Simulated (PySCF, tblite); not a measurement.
Isomers of C6H6N2. All values are computed: GFN2-xTB (tblite) harmonic vibrations without scaling, gas phase. This tight-binding method is rough: wavenumbers can miss measured ones by several per cent, in bad cases by 10 to 20. One conformer each.

Electronic energies: PBE0/pcSseg-1 single points on the GFN2-xTB geometries (PySCF, gas phase).

```
            SMILES  electronic energy, lowest = 0 (kcal/mol)
c1cc2[nH]ccc2[nH]1                                       0.0
 C=C[C@H](C#N)CC#N                                      31.2
     CCC=C(C#N)C#N                                      26.6
```

Problem. How do GFN2-xTB zero-point energies change the relative energies?

Solution. 
| SMILES | ZPE (kcal/mol) | of it from modes above 1550 cm⁻¹ | electronic (kcal/mol) | with ZPE, lowest = 0 (kcal/mol) | lowest mode (cm⁻¹) | rings |
| --- | --- | --- | --- | --- | --- | --- |
| c1cc2[nH]ccc2[nH]1 | 68.4 | 30.4 | 0.0 | 0.0 | 239 | 2 |
| CCC=C(C#N)C#N | 65.5 | 35.1 | 26.6 | 23.7 | 40 | 0 |
| C=C[C@H](C#N)CC#N | 65.0 | 35.3 | 31.2 | 27.8 | 49 | 0 |

The zero-point energies span 3.4 kcal/mol, from `C=C[C@H](C#N)CC#N` to `c1cc2[nH]ccc2[nH]1`. The order is unchanged.

Problem. And how do the electronic energies of GFN2-xTB itself compare?

Solution. `c1cc2[nH]ccc2[nH]1` 0.0; `CCC=C(C#N)C#N` 59.5; `C=C[C@H](C#N)CC#N` 65.1 kcal/mol, lowest = 0. Against the energies above, taken from the same isomer `c1cc2[nH]ccc2[nH]1`, the largest difference is 33.9 kcal/mol.

Problem. What do entropy and thermal enthalpy add at 298.15 K and 1 bar (rigid rotor, harmonic oscillator, one conformer each)?

Solution. 
```csv
SMILES,point group,symmetry number,S (cal/(mol K)),H − H(0) (kcal/mol),ZPE + H − H(0) − TS (kcal/mol)
c1cc2[nH]ccc2[nH]1,C2h,2,75.0,4.29,50.3
CCC=C(C#N)C#N,C1,1,92.8,6.09,43.9
C=C[C@H](C#N)CC#N,C1,1,92.4,5.99,43.4
```
